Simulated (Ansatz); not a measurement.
# BNH2 (singlet): the correlation ladder, 6-31G

How much of the correlation energy of BNH2 (singlet) does each wave-function method recover here?

Computed with Ansatz 0.2.0, Gaussian basis. Level: 6-31G, core rule «outside noble gas», up to 2 orbitals frozen.

Plan: UHF; CCSD(T) on RHF; BCCD(T) on RHF; CISD; CCSDT(Q) on RHF; CISDTQ; CCSDTQ on RHF; CASSCF and MRCISD+Q, 10 electrons in 10 orbitals; CASSCF and NEVPT4(SD), 10 electrons in 10 orbitals; CASSCF and NEVPT2, 10 electrons in 10 orbitals; Full CI.

3 further runs of the same task are left out: 3 set aside as unsound or not needed.

**1. The geometry**

The geometry is a PBE0/def2-TZVP stationary point (not a proven minimum).

4 atoms, charge 0, spin multiplicity 1.

Atoms are counted from 1 here; the program's logs count them from 0.

Bond lengths: B1–N2 1.233 Å, B1–H3 1.172 Å, N2–H4 0.991 Å. Angles: N2–B1–H3 180.0°, B1–N2–H4 180.0°.

Geometry (Å):

| atom | x (Å) | y (Å) | z (Å) |
| --- | --- | --- | --- |
| B1 | 0.0000 | 0.0000 | 0.5713 |
| N2 | 0.0000 | 0.0000 | -0.6613 |
| H3 | 0.0000 | 0.0000 | 1.7429 |
| H4 | 0.0000 | 0.0000 | -1.6528 |

**2. UHF**

The input, in.yaml:

```yaml
crystal:
  periodic: [false, false, false]
  atoms:
    - {symbol: B, position_ang: [0.000000, 0.000000, 0.571255]}
    - {symbol: N, position_ang: [0.000000, 0.000000, -0.661337]}
    - {symbol: H, position_ang: [0.000000, 0.000000, 1.742910]}
    - {symbol: H, position_ang: [0.000000, 0.000000, -1.652828]}
basis:
  gaussian: {orbitals: 6-31G}
magnetization: {spin_polarized: true, initial_magnetization: 0}
hamiltonian: {xc: hf}
output: {orbitals: {seedname: orbitals}}
```

Started as:

```bash
> ansatz run in.yaml --threads 1 --pin off --events-out ev --progress --plain --max-ram 4096MiB --backend cpu
```

Further steps of the session: CCSD(T) on RHF; BCCD(T) on RHF; CISD; CCSDT(Q) on RHF; CISDTQ; CCSDTQ on RHF; CASSCF and MRCISD+Q, 10 electrons in 10 orbitals; CASSCF and NEVPT4(SD), 10 electrons in 10 orbitals; CASSCF and NEVPT2, 10 electrons in 10 orbitals; Full CI.

Q: Predict the results of all the runs planned. Wanted: FCI below the RHF energy; RMP2 from FCI; RCCSD from FCI; RCCSD(T) from FCI; RCCSDT(Q) from FCI; NEVPT2 valence from FCI; NEVPT4(SD) valence from FCI; MRCISD+Q valence from FCI; T1 diagnostic.

As calculated:

```
                         quantity                                                                    value
         FCI below the RHF energy                                                               -5.1652 eV
                    RMP2 from FCI                                                               +517.4 meV
                   RCCSD from FCI                                                               +189.3 meV
                RCCSD(T) from FCI                                                                +25.1 meV
               RCCSDT(Q) from FCI                                                                 -2.8 meV
          NEVPT2 valence from FCI                                                               +344.3 meV
      NEVPT4(SD) valence from FCI                                                                +69.8 meV
        MRCISD+Q valence from FCI                                                                +28.9 meV
levels within 1 kcal/mol (43 meV)  RCCSD(T), BCCD(T), RCCSDT, CISDTQ, RCCSDT(Q), RCCSDTQ, MRCISD+Q valence
                    T1 diagnostic                                                                    0.021
   effectively unpaired electrons                                                                     0.07
```

RCCSD(T) lands +25.1 meV from the yardstick (0.5 % of the correlation energy). RCCSDT(Q) falls below full CI, which methods that aren't variational can do. One determinant dominates. Of the multireference levels listed MRCISD+Q valence comes nearest in total energy (+28.9 meV), which doesn't show that its space is the better one. These misses are within one basis, not against nature.
